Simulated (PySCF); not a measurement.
# H5NO: the cost of one run

Computed with PySCF 2.14.0; each step states its level. No surroundings beyond the atoms listed, unless a continuum is named. Atoms count from 0, parts from 1.

## 1. The system as given

7 atoms, charge 0, multiplicity 1; geometry: GFN2-xTB. Parts: 1 = atoms 0–2, `O`, charge 0; 2 = atoms 3–6, `N`, charge 0.

## 2. Relaxing the molecule at PBE0-D3(BJ)/def2-TZVPD

Job settings and geometry (Å):

```
{"job": {"xc": "PBE0", "basis": "def2-TZVPD", "d3": "d3bj", "grid": 3, "kind": "geom", "shake": 0.01}, "charge": 0, "multiplicity": 1, "parts": [{"atoms": "0-2", "charge": 0, "multiplicity": 1}, {"atoms": "3-6", "charge": 0, "multiplicity": 1}]}
O     -0.248791     0.121121    -0.029640
H     -0.192772    -0.790379     0.169575
H      0.616811     0.499751    -0.062110
N      2.446133     1.109755    -0.066941
H      3.188701     0.453689    -0.091698
H      2.468741     1.694321    -0.892287
H      2.532809     1.704652     0.745574
```

Started as:

```
$ OMP_NUM_THREADS=1 python cluster_run.py task.json out
```

The driver reads the jobs from task.json and runs them one after another.

**Question.** How long does this first job take on 1 thread of Arm Neoverse V1, shared host, and how much memory does it need?

About 16 s, with a peak of 0.53 GiB.
